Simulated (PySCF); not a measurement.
# C₄H₅F: electronic excitations and core binding energies

Wanted: the electronic excitations and core binding energies of C₄H₅F (`FC1=CCC1`), by calculation.

Computed with PySCF 2.14.0, with density-fitted response routines of our own, on a single molecule in the gas phase. Atoms are numbered from 0 throughout.

### 1 Starting geometry

10 atoms, charge 0, multiplicity 1; geometry from: GFN2-xTB.

Bonds of the start (Å): F0–C1 1.34, C1–C2 1.33, C2–C3 1.51, C3–C4 1.55, C4–C1 1.50, C2–H5 1.07, C3–H6 1.09, C3–H7 1.09, C4–H8 1.09, C4–H9 1.09.

### 2 TDDFT and polarisability: wB97X-D/def2-SVPD

What the job is given:

```
{"job": {"kind": "uv", "xc": "wB97X-D", "basis": "def2-SVPD", "nstates": 8, "ntriplets": 3}, "charge": 0, "multiplicity": 1}
F      2.374413     0.225488     0.371503
C      1.054521     0.205996     0.153610
C      0.144672     1.139344    -0.085450
C     -0.964217     0.117123    -0.174133
C      0.119067    -0.959771     0.107755
H      0.154951     2.206688    -0.183721
H     -1.438472     0.037611    -1.149972
H     -1.728967     0.201523     0.594936
H      0.291966    -1.667196    -0.700786
H      0.000949    -1.502152     1.043732
```

Level: TDDFT wB97X-D/def2-SVPD, vertical, gas phase, core orbitals frozen in the response.

The run is started by

```sh
$ OMP_NUM_THREADS=1 python probes_run.py task.json out
```

The driver reads the jobs from task.json and runs them one after another.

What it wrote:

```text
coarse grid: 8536 points
cycle   1  E = -254.8839209414  dE =  8.948e-01  |g| = 4.248e-01  |ddm| = 4.290e+00
cycle   2  E = -254.8906922787  dE = -6.771e-03  |g| = 4.265e-01  |ddm| = 8.837e-01
cycle   3  E = -254.9208998072  dE = -3.021e-02  |g| = 4.288e-02  |ddm| = 4.688e-01
cycle   4  E = -254.9212766972  dE = -3.769e-04  |g| = 1.636e-02  |ddm| = 7.968e-02
cycle   5  E = -254.9213396371  dE = -6.294e-05  |g| = 5.508e-03  |ddm| = 3.600e-02
cycle   6  E = -254.9213468017  dE = -7.165e-06  |g| = 1.555e-03  |ddm| = 1.133e-02
final grid: 83296 points
cycle   7  E = -254.9589421335  dE = -8.944e-05  |g| = 7.054e-03  |ddm| = 1.553e-01
cycle   8  E = -254.9589403143  dE =  1.819e-06  |g| = 8.358e-03  |ddm| = 2.347e-02
cycle   9  E = -254.9589520890  dE = -1.177e-05  |g| = 3.760e-04  |ddm| = 7.409e-03
cycle  10  E = -254.9589521471  dE = -5.813e-08  |g| = 1.553e-04  |ddm| = 2.093e-03
cycle  11  E = -254.9589521545  dE = -7.357e-09  |g| = 5.411e-05  |ddm| = 4.320e-04
cycle  12  E = -254.9589521555  dE = -9.795e-10  |g| = 1.264e-05  |ddm| = 1.481e-04
converged SCF energy = -254.9589521555

Static polarisability (au): isotropic 45.314, principal 36.263 47.180 52.499

Singlet excitations
state   eV       nm        f      main configurations
  1   7.2178    171.8   0.00887   H->L+1 0.81, H->L+2 0.09
  2   7.4181    167.1   0.22017   H->L 0.95
  3   7.6985    161.0   0.00850   H->L+2 0.83, H->L+1 0.11
  4   8.1282    152.5   0.02796   H->L+3 0.89
  5   8.4984    145.9   0.00015   H-1->L 0.94
  6   8.8984    139.3   0.00552   H->L+4 0.78
  7   9.0912    136.4   0.00003   H-2->L 0.81, H-4->L 0.15
  8   9.1011    136.2   0.08240   H->L+5 0.97

Triplet excitations (Tamm-Dancoff, eV): 4.6440 7.1777 7.6226
```

It took 22 s on 1 thread of Arm Neoverse N1, shared host; peak memory 0.57 GiB.

The orbitals next to the gap, with their largest atomic shares:

```tsv
orbital	eV	atoms
HOMO−3	-12.45	C4 27 %, C3 25 %, H8 11 %
HOMO−2	-12.04	C4 33 %, C3 29 %, F0 15 %
HOMO−1	-11.60	C4 23 %, C2 21 %, C3 14 %
HOMO	-9.07	C2 35 %, C1 29 %, F0 11 %
LUMO	2.47	C2 33 %, C1 32 %, H5 9 %
LUMO+1	2.58	C4 17 %, C2 16 %, C3 16 %
LUMO+2	2.82	C1 19 %, C3 17 %, F0 14 %
```

With each of the 8 states as a Gaussian band of 0.4 eV half-width at 1/e, the curve within the window shown has maxima at 167 nm (ε 9,500), 137 nm (ε 3,500) L/(mol cm). Beyond the last state computed it falls off for lack of states. The curve at chosen wavelengths:

(nm, ε (L/mol/cm)): (132, 1948), (134, 2946), (136, 3492), (139, 3008), (141, 2179), (143, 1429), (145, 1005), (147, 924), (150, 1202), (152, 1516), (154, 1958), (156, 2664), (158, 3766), (161, 6098), (163, 7728), (165, 8956), (167, 9451), (169, 9098), (172, 7303), (174, 5703), (176, 4135), (178, 2799), (180, 1777), (183, 806), (185, 446), (187, 235)

Further results of this job:

```tsv
property	computed
dipole moment (D)	1.70
polarisability (Å³)	6.71
HOMO–LUMO gap (eV)	11.54
−ε(HOMO) (eV)	9.07
```

### 3 Core-electron binding energies: SCAN, X2C

The job, as its differences from that of step 2:

```diff
@@ -1,2 +1,2 @@
-{"job": {"kind": "uv", "xc": "wB97X-D", "basis": "def2-SVPD", "nstates": 8, "ntriplets": 3}, "charge": 0, "multiplicity": 1}
+{"job": {"kind": "xps"}, "charge": 0, "multiplicity": 1}
 F      2.374413     0.225488     0.371503
```

Method: delta-SCF UKS SCAN, pcX-2 on the ionised atom, pcseg-1 elsewhere, spin-free X2C.

What it wrote:

```text
ground state, core basis on atom 0 (F), 126 functions
  cycle   1  E = -255.20374483  |g| = 5.76e-01
  cycle   2  E = -255.13855256  |g| = 8.33e-01
  cycle   3  E = -255.26359220  |g| = 1.17e-01
  cycle   4  E = -255.26645230  |g| = 5.16e-02
  cycle   5  E = -255.26707301  |g| = 1.94e-02
  cycle   6  E = -255.26714472  |g| = 6.59e-03
  cycle   7  E = -255.26715454  |g| = 1.20e-03
  cycle   8  E = -255.26715486  |g| = 6.08e-04
  cycle   9  E = -255.26715408  |g| = 3.85e-05
  E(ground) = -255.27214368 Eh
hole in F 1s of atom 0
  cycle   1  E = -228.89491063  |g| = 2.58e+00
  cycle   2  E = -228.31337052  |g| = 2.39e+00
  cycle   3  E = -229.38420935  |g| = 8.59e-01
  cycle   4  E = -229.60932653  |g| = 5.93e-01
  cycle   5  E = -229.79089861  |g| = 8.02e-02
  cycle   6  E = -229.79259550  |g| = 5.74e-02
  cycle   7  E = -229.79429696  |g| = 6.10e-03
  cycle   8  E = -229.79431426  |g| = 2.73e-03
  cycle   9  E = -229.79431977  |g| = 1.23e-03
  cycle  10  E = -229.79432233  |g| = 7.72e-04
  cycle  11  E = -229.79432555  |g| = 6.03e-04
  cycle  12  E = -229.79432987  |g| = 3.28e-04
  E(ion) = -229.80515084 Eh   <S^2> = 0.7586   hole on atom = 1.000   binding energy = 692.992 eV
ground state, core basis on atom 1 (C), 126 functions
  cycle   1  E = -255.22727849  |g| = 1.06e-01
  cycle   2  E = -255.22386370  |g| = 1.67e-01
  cycle   3  E = -255.22840097  |g| = 2.34e-02
  cycle   4  E = -255.22842195  |g| = 1.95e-02
  cycle   5  E = -255.22852365  |g| = 1.51e-03
  cycle   6  E = -255.22852272  |g| = 4.01e-04
  E(ground) = -255.23216715 Eh
hole in C 1s of atom 1
  cycle   1  E = -243.90253959  |g| = 1.51e+00
  cycle   2  E = -242.72174050  |g| = 2.18e+00
  cycle   3  E = -244.37424893  |g| = 4.71e-01
  cycle   4  E = -244.43949043  |g| = 2.51e-01
  cycle   5  E = -244.46583417  |g| = 1.07e-01
  cycle   6  E = -244.47045970  |g| = 4.47e-02
  cycle   7  E = -244.47132493  |g| = 1.03e-02
  cycle   8  E = -244.47146925  |g| = 7.15e-03
  cycle   9  E = -244.47153901  |g| = 4.89e-03
  cycle  10  E = -244.47161067  |g| = 3.46e-03
  cycle  11  E = -244.47163346  |g| = 1.51e-03
  cycle  12  E = -244.47163568  |g| = 5.81e-04
  cycle  13  E = -244.47163657  |g| = 1.60e-04
  E(ion) = -244.47544900 Eh   <S^2> = 0.8224   hole on atom = 1.000   binding energy = 292.705 eV
ground state, core basis on atom 2 (C), 126 functions
  cycle   1  E = -255.22437552  |g| = 6.01e-02
  cycle   2  E = -255.22398910  |g| = 4.56e-02
  cycle   3  E = -255.22401917  |g| = 4.42e-02
  cycle   4  E = -255.22450296  |g| = 6.54e-03
  cycle   5  E = -255.22451363  |g| = 6.15e-04
  cycle   6  E = -255.22451354  |g| = 1.12e-04
  E(ground) = -255.22821532 Eh
hole in C 1s of atom 2
  cycle   1  E = -243.98023698  |g| = 1.51e+00
  cycle   2  E = -243.09060929  |g| = 1.97e+00
  cycle   3  E = -244.43505914  |g| = 5.45e-01
  cycle   4  E = -244.50625040  |g| = 3.67e-01
  cycle   5  E = -244.54934213  |g| = 9.82e-02
  cycle   6  E = -244.55268315  |g| = 3.46e-02
  cycle   7  E = -244.55326673  |g| = 1.04e-02
  cycle   8  E = -244.55334045  |g| = 5.60e-03
  cycle   9  E = -244.55336645  |g| = 2.49e-03
  cycle  10  E = -244.55338010  |g| = 1.27e-03
  cycle  11  E = -244.55338267  |g| = 3.49e-04
  E(ion) = -244.55702439 Eh   <S^2> = 0.7884   hole on atom = 1.000   binding energy = 290.378 eV
ground state, core basis on atom 3 (C), 126 functions
  cycle   1  E = -255.22299906  |g| = 5.98e-02
  cycle   2  E = -255.22268446  |g| = 4.13e-02
  cycle   3  E = -255.22268405  |g| = 4.11e-02
  cycle   4  E = -255.22311063  |g| = 9.13e-03
  cycle   5  E = -255.22313048  |g| = 5.78e-04
  cycle   6  E = -255.22313100  |g| = 2.70e-04
  E(ground) = -255.22590468 Eh
hole in C 1s of atom 3
  cycle   1  E = -243.96408027  |g| = 1.51e+00
  cycle   2  E = -243.21470138  |g| = 1.89e+00
  cycle   3  E = -244.45066352  |g| = 4.25e-01
  cycle   4  E = -244.47423523  |g| = 3.44e-01
  cycle   5  E = -244.52438764  |g| = 6.68e-02
  cycle   6  E = -244.52613290  |g| = 1.68e-02
  cycle   7  E = -244.52627866  |g| = 6.53e-03
  cycle   8  E = -244.52630625  |g| = 2.64e-03
  cycle   9  E = -244.52631225  |g| = 2.28e-03
  cycle  10  E = -244.52631751  |g| = 9.38e-04
  cycle  11  E = -244.52631959  |g| = 4.15e-04
  E(ion) = -244.52886425 Eh   <S^2> = 0.7710   hole on atom = 1.000   binding energy = 291.081 eV
ground state, core basis on atom 4 (C), 126 functions
  cycle   1  E = -255.22304737  |g| = 5.89e-02
  cycle   2  E = -255.22292772  |g| = 2.99e-02
  cycle   3  E = -255.22291031  |g| = 3.05e-02
  cycle   4  E = -255.22312731  |g| = 9.60e-03
  cycle   5  E = -255.22315043  |g| = 3.17e-04
  cycle   6  E = -255.22315138  |g| = 1.83e-04
  E(ground) = -255.22619099 Eh
hole in C 1s of atom 4
  cycle   1  E = -243.96244607  |g| = 1.51e+00
  cycle   2  E = -243.18069061  |g| = 1.91e+00
  cycle   3  E = -244.44571458  |g| = 4.35e-01
  cycle   4  E = -244.48181473  |g| = 3.08e-01
  cycle   5  E = -244.52116008  |g| = 6.92e-02
  cycle   6  E = -244.52261740  |g| = 3.85e-02
  cycle   7  E = -244.52320732  |g| = 1.31e-02
  cycle   8  E = -244.52328546  |g| = 4.92e-03
  cycle   9  E = -244.52330551  |g| = 1.80e-03
  cycle  10  E = -244.52331615  |g| = 1.31e-03
  cycle  11  E = -244.52332586  |g| = 9.83e-04
  cycle  12  E = -244.52333439  |g| = 6.85e-04
  cycle  13  E = -244.52333814  |g| = 4.33e-04
  E(ion) = -244.52558396 Eh   <S^2> = 0.7729   hole on atom = 1.000   binding energy = 291.178 eV
```

Wall time 57 s (1 thread of Arm Neoverse N1, shared host); peak memory 0.43 GiB.

Binding energies by hole, beside the orbital energy of the ground state; the difference holds orbital relaxation and, for a density functional, its self-interaction error:

```tsv
hole	stands for	environment	ΔSCF (eV)	−ε (eV)	⟨S²⟩
F1s on F0	F0	vinylic fluorine	692.99	667.2	0.759
C1s on C1	C1	fully substituted alkene carbon	292.71	275.8	0.822
C1s on C2	C2	alkene CH	290.38	273.6	0.788
C1s on C3	C3	allylic sp3 CH2	291.08	274.0	0.771
C1s on C4	C4	allylic sp3 CH2	291.18	274.1	0.773
```

### 4 What came out

| quantity | value |
| --- | --- |
| lowest singlet (wB97X-D/def2-SVPD) | 7.22 eV (172 nm), f = 0.009 |
| brightest single state of those computed | state 2, 7.42 eV, f = 0.220 |
| lowest triplet | 4.64 eV |
| C1s binding energies, SCAN/pcX-2 | C1 292.71, C4 291.18, C3 291.08, C2 290.38 eV |
| F1s binding energies, SCAN/pcX-2 | F0 692.99 eV |

The first singlet state (HOMO→LUMO+1 0.81, HOMO→LUMO+2 0.09) lies at 7.22 eV and is weak; of the 8 states computed, the strongest absorption comes from state 2 at 7.42 eV. The lowest triplet lies 2.57 eV below the lowest singlet (triplets in Tamm-Dancoff, singlets in full TDDFT). The C1s levels kept as sound span 2.33 eV, from C2 (alkene CH) up to C1 (fully substituted alkene carbon).
